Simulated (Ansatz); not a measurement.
`CCCCCC(C)C` → `CC(C)CC(C)(C)C`  (isomerisation)

Program: Ansatz. Geometries: PBE0-D4/def2-TZVP. ΔE: electronic, gas phase. CCSD(T)/CBS adds triple-zeta CCSD(T) − MP2 to the extrapolated MP2 energy (def2 sets, frozen cores). DFT in def2-TZVPP. HSE06 is defined as in plane-wave codes. One conformer a species, not always the lowest.

`CCCCCC(C)C`:

Cartesian coordinates in Å:
```
C -1.706 3.318 -0.531
C -1.625 1.902 -1.075
C -0.430 1.128 -0.544
C -0.354 -0.293 -1.079
C 0.889 -1.062 -0.651
C 1.083 -1.240 0.854
C -0.094 -1.951 1.505
C 2.379 -1.988 1.128
H -0.813 3.892 -0.794
H -2.572 3.853 -0.926
H -1.785 3.317 0.560
H -1.580 1.929 -2.170
H -2.544 1.359 -0.825
H 0.493 1.663 -0.801
H -0.474 1.114 0.551
H -1.255 -0.840 -0.781
H -0.379 -0.259 -2.175
H 0.871 -2.057 -1.115
H 1.775 -0.557 -1.056
H 1.171 -0.245 1.308
H -1.025 -1.388 1.400
H -0.249 -2.936 1.053
H 0.081 -2.101 2.573
H 2.563 -2.087 2.201
H 2.342 -2.996 0.703
H 3.237 -1.474 0.686
```

`CC(C)CC(C)(C)C`:

Z-matrix (Å, degrees):
```
C
C 1 1.523
H 1 1.090 2 112.5
H 1 1.093 2 110.4 3 119.8
H 1 1.095 2 111.0 3 -121.0
C 2 1.530 1 114.8 3 68.4
C 2 1.524 1 109.7 3 -168.8
H 2 1.097 1 107.9 3 -52.1
C 6 1.541 2 120.3 1 -63.1
H 6 1.097 2 106.4 1 175.3
H 6 1.099 2 108.5 1 62.2
H 7 1.095 2 110.7 1 -62.5
H 7 1.093 2 111.5 1 177.7
H 7 1.093 2 111.2 1 57.1
C 9 1.529 6 112.2 2 80.7
C 9 1.526 6 111.2 2 -42.7
C 9 1.529 6 107.2 2 -161.4
H 15 1.094 9 110.7 6 56.0
H 15 1.090 9 112.7 6 -64.8
H 15 1.094 9 110.2 6 175.0
H 16 1.094 9 110.4 6 -174.0
H 16 1.093 9 111.9 6 66.2
H 16 1.094 9 111.2 6 -54.5
H 17 1.094 9 111.0 6 -177.1
H 17 1.094 9 110.9 6 -57.3
H 17 1.094 9 111.1 6 62.7
```

```json
{"level": "LDA (SPW92)", "ΔE (kJ/mol)": "-5.1", "difference from CCSD(T)/CBS": "-2.2"}
{"level": "BLYP-D4", "ΔE (kJ/mol)": "0.7", "difference from CCSD(T)/CBS": "3.6"}
{"level": "r2SCAN-D4", "ΔE (kJ/mol)": "0.0", "difference from CCSD(T)/CBS": "2.9"}
{"level": "HSE06-D4", "ΔE (kJ/mol)": "3.1", "difference from CCSD(T)/CBS": "6.0"}
{"level": "B2PLYP", "ΔE (kJ/mol)": "5.4", "difference from CCSD(T)/CBS": "8.3"}
{"level": "BLYP", "ΔE (kJ/mol)": "15.8", "difference from CCSD(T)/CBS": "18.7"}
{"level": "RPA@PBE/def2-TZVPP", "ΔE (kJ/mol)": "-3.9", "difference from CCSD(T)/CBS": "-1.0"}
{"level": "HF/def2-SVP", "ΔE (kJ/mol)": "18.7", "difference from CCSD(T)/CBS": "21.6"}
{"level": "MP2/def2-SVP", "ΔE (kJ/mol)": "-5.8", "difference from CCSD(T)/CBS": "-2.9"}
{"level": "CCSD/def2-SVP", "ΔE (kJ/mol)": "0.6", "difference from CCSD(T)/CBS": "3.5"}
{"level": "SCS-MP2/def2-TZVPP", "ΔE (kJ/mol)": "-3.0", "difference from CCSD(T)/CBS": "-0.1"}
{"level": "CCSD/def2-TZVPP", "ΔE (kJ/mol)": "-0.4", "difference from CCSD(T)/CBS": "2.5"}
{"level": "HF/def2-QZVPP", "ΔE (kJ/mol)": "19.3", "difference from CCSD(T)/CBS": "22.2"}
{"level": "SCS-MP2/def2-QZVPP", "ΔE (kJ/mol)": "-2.0", "difference from CCSD(T)/CBS": "0.9"}
{"level": "HF/CBS(def2)", "ΔE (kJ/mol)": "19.3", "difference from CCSD(T)/CBS": "22.2"}
{"level": "CCSD/CBS(def2)", "ΔE (kJ/mol)": "0.9", "difference from CCSD(T)/CBS": "3.8"}
{"level": "CCSD(T)/CBS", "ΔE (kJ/mol)": "-2.9", "difference from CCSD(T)/CBS": "0"}
```

Largest T1 diagnostic among the species: 0.009.

In def2-TZVPP, CCSD(T) changes the Hartree–Fock value by −23.3 kJ/mol (the triples alone add −3.8 kJ/mol) and MP2 by −27.5 kJ/mol. Leaving LDA and LC-ωPBE aside and taking each functional with its dispersion term where it has one, the values, not all of them listed here, spread over 7.2 kJ/mol, from revPBE-D4 to B2PLYP. LDA lies −14.3 kJ/mol from PBE without D4. The D4 term adds −11.5 kJ/mol with B3LYP and −6.5 kJ/mol with PBE0; it sums over pairs of atoms, weighted by their polarisabilities, and B3LYP, whose exchange is more repulsive, gets the larger term.

B3LYP here is the variant with VWN-RPA as its local correlation; programs differ in this.
